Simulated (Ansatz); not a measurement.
CH4Si (SMILES [CH][SiH3]): the energy, rung by rung

CH4Si has 6 atoms, charge 0, and is taken as a triplet. As SMILES, `[CH][SiH3]`. The coordinates come from a GFN2-xTB relaxation.

```csv
atom,x (Å),y (Å),z (Å)
C,0.6673,-0.8522,0.7346
Si,-0.2589,0.4043,-0.1786
H,1.1379,-1.8135,0.7310
H,-1.5441,-0.1432,-0.6446
H,0.5114,0.8610,-1.3475
H,-0.5136,1.5436,0.7052
```

Each level gives the energy change with the C1–H3 bond stretched from 1.070 to 1.338 Å (eV). The values are calculated.

| level | kind | program | value (eV) | less CCSDT/STO-3G | CPU time (all runs) |
| --- | --- | --- | --- | --- | --- |
| UHF/STO-3G | Hartree–Fock | Ansatz | 1.03 | +0.32 | 0.2 s |
| UBLYP/STO-3G | GGA | Ansatz | 0.68 | -0.03 | 3.5 s |
| U-r2SCAN0/STO-3G | hybrid meta-GGA | Ansatz | 0.89 | +0.18 | 9 s |
| UCAM-B3LYP/STO-3G | range-separated hybrid | Ansatz | 0.84 | +0.13 | 4.5 s |
| UHSE06/STO-3G | range-separated hybrid | Ansatz | 0.84 | +0.13 | 4.7 s |
| UB2PLYP/STO-3G | double hybrid | Ansatz | 0.83 | +0.12 | 4.3 s |
| RPA@PBE/STO-3G | RPA | Ansatz | 0.65 | -0.06 | 4.2 s |
| UMP2/STO-3G | perturbation theory | Ansatz | 0.87 | +0.16 | 0.22 s |
| UCCSDT/STO-3G | coupled cluster or CI | Ansatz | 0.71 | 0.00 | 1.4 s |
| UCCSDTQ/STO-3G | coupled cluster or CI | Ansatz | 0.71 | 0.00 | 49 s |

UCCSDT/STO-3G is the highest level here, not the true value. The first shape isn't each level's own minimum. The values span 0.65 to 1.03 eV. All rows use very small basis sets, so even the best lies far from the true value. Times are those of the runs behind each value, whatever else they computed, on shared processors of several kinds: orders of magnitude only.
